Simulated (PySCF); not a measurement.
# Choosing a basis for TDDFT

Species: glyoxal, C2H2O2.
SMILES: `O=CC=O`

TDDFT with PBE0 (PySCF), vertical singlets, core orbitals frozen in the response, spherical d and f functions. Isolated species at its PBE0-D3(BJ)/def2-SVP geometry (one conformer only).

```
    basis  functions  diffuse  S1 (eV)  S2 (eV)  S3 (eV)  S4 (eV)  S5 (eV)  LUMO (eV)  α (au)
   6-31G*         60       no     2.61     4.25     6.54     7.95     8.07      -2.84    24.2
 def2-SVP         66       no     2.57     4.22     6.47     7.92     8.08      -2.99    24.7
def2-SVPD        102      yes     2.60     4.22     6.21     7.77     7.90      -3.28    31.1
def2-TZVP        136       no     2.59     4.23     6.33     7.90     7.91      -3.16    28.8
```

How much do these states and the polarisability depend on the basis?

States are compared by their number. Against the only diffuse basis here (def2-SVPD, itself not a converged limit), sets without diffuse functions differ by up to 0.02 eV in S1 and 0.18 eV in S5. State by state, the largest deviation of a set without diffuse functions is S1 0.02, S2 0.03, S3 0.33, S4 0.18, S5 0.18 eV. The same number needn't mean the same state in each row. Against def2-SVPD the polarisability deviates by -22% in 6-31G*, -20% in def2-SVP, -7% in def2-TZVP.
